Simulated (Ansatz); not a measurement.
## Lattice parameter a of some simple (sp) metals

Method: r²SCAN+rVV10 (PAW; Ansatz, a quantum-chemistry and plane-wave program). References are measured values corrected to a static lattice or taken at low temperature (these still hold zero-point motion).

Values in Å.

```csv
solid,reference,r²SCAN+rVV10,error (%)
bcc Na,4.214,4.208,-0.14
bcc Rb,5.576,5.683,+1.92
bcc K,5.212,5.310,+1.88
fcc Pb,4.902,4.957,+1.12
fcc Ca,5.553,5.547,-0.11
bcc Cs,6.039,6.169,+2.15
bcc Li,3.449,3.475,+0.75
fcc Al,4.018,3.989,-0.72
fcc Sr,6.045,6.076,+0.51
bcc Ba,4.995,5.010,+0.30
```

Over these 10 solids the mean error is +0.77 %, the mean absolute error 0.96 % (median 0.74 %), and the worst case bcc Cs at +2.15 %; the value is above the reference in 7 of 10 cases.

All these references are brought to a static lattice.

Spin–orbit coupling is left out, also for the solids with elements from indium on (fcc Pb, bcc Cs, bcc Ba); its size isn't shown.

Differences are worked out from the printed values.

Ansatz's density-functional and Hartree–Fock values are scalar-relativistic unless marked +SOC, with PAW data made under PBE.

Not in this set, of the simple (sp) metals with a reference value in our tables and a result at some level: 7 for a reference at room or unstated temperature (hcp Be, hcp Cd, body-centred tetragonal In, hcp Mg, white tin (β-Sn) and 2 more). These can be a level's worst cases. Values held back for tests aren't counted. Layered and molecular crystals are counted apart. The metals Ce to Yb are counted apart.

References as tabulated in Csonka et al. (2009), arXiv:0903.4037; Mejia-Rodriguez and Trickey (2018), arXiv:1807.09216.
